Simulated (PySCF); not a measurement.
Ionisation energies (eV) were calculated with PySCF 2.14 by MP2 (valence), PBE0, LDA, in another order, as differences of total energies without spin-orbit coupling. The measured values are between term centres (NIST).

| species | measured | A | B | C |
| --- | --- | --- | --- | --- |
| B⁺ (dyall-acv3z, non-relativistic) | 25.155 | 24.562 | 24.468 | 24.554 |
| C (dyall-acv3z, non-relativistic) | 11.262 | 11.515 | 11.254 | 11.694 |
| F⁺ (dyall-acv3z, non-relativistic) | 34.950 | 35.255 | 34.646 | 35.281 |
| Ne (dyall-acv3z, non-relativistic) | 21.597 | 21.450 | 21.642 | 22.189 |
| Si (dyall-acv3z, non-relativistic) | 8.157 | 8.220 | 8.051 | 8.234 |
| P (dyall-acv3z, non-relativistic) | 10.526 | 10.529 | 10.494 | 10.577 |
| Cl (dyall-acv3z, non-relativistic) | 12.974 | 12.954 | 12.770 | 13.201 |
| Cl⁺ (dyall-acv3z, non-relativistic) | 23.771 | 23.841 | 23.398 | 23.981 |

Which column is which method?

A is PBE0 (mean error -0.01 eV); B is MP2 (valence) (mean error -0.21 eV); C is LDA (mean error 0.17 eV). PBE0, with a quarter of exact exchange, lies close to experiment on average. Valence MP2 in a finite basis recovers only part of the missing correlation, so it stays below experiment on average. LDA overbinds the outer electron and comes out highest.
